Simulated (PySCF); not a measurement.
Molecule: `CC1=CCC=C1`, C6H8.

Cartesian coordinates in Å; atom numbers follow the order of the lines, from 1:
```xyz
14

C     2.079    0.166   -0.017
C     0.595    0.031   -0.002
C    -0.138   -1.087    0.119
C    -1.592   -0.750    0.077
C    -1.576    0.734   -0.086
C    -0.309    1.163   -0.127
H     2.407    0.817    0.793
H     2.407    0.611   -0.956
H     2.555   -0.805    0.097
H     0.226   -2.092    0.232
H    -2.101   -1.243   -0.755
H    -2.109   -1.052    0.991
H    -2.470    1.326   -0.154
H     0.026    2.180   -0.234
```

Frames of a GFN2-xTB Langevin trajectory at 300 K; GIAO PBE0/pcSseg-1 shieldings in PySCF, gas phase, non-relativistic; equivalent atoms averaged within each frame.

Scale: ¹³C (σref 186.93) and ¹H (σref 31.72) against TMS (reference shieldings calculated alike). The references are static minima.

Problem. How do the shifts (ppm) fluctuate along the trajectory?

Solution. 
```
         time (fs)     C2     C5     C6     C3    C4    C1   H14   H10   H13  H11/H12
optimised geometry  150.2  142.7  142.7  134.8  45.5  18.1  6.67  6.26  6.70     3.06
               250  164.3  146.3  144.9  135.9  47.6  14.8  7.07  6.96  6.33     3.34
               425  152.9  139.3  142.2  128.3  42.2  18.6  6.06  6.39  6.90     3.44
               625  153.2  146.2  156.0  139.3  47.7  19.6  7.32  6.11  6.70     3.51
               800  150.2  142.2  149.5  132.2  47.6  21.1  7.58  5.97  6.25     3.69
              1000  160.6  149.7  151.6  130.8  40.6  22.1  6.66  6.38  8.15     2.92
    mean of frames  156.2  144.7  148.8  133.3  45.1  19.2  6.94  6.36  6.87     3.38
standard deviation    5.9    4.0    5.4    4.3   3.5   2.8  0.60  0.38  0.76     0.29
```

5 frames give an uncertainty of the mean of about the standard deviation over 2.2 at best, since frames this close in time may not be independent; classical motion lacks zero-point vibration, and the reference would need the same averaging.
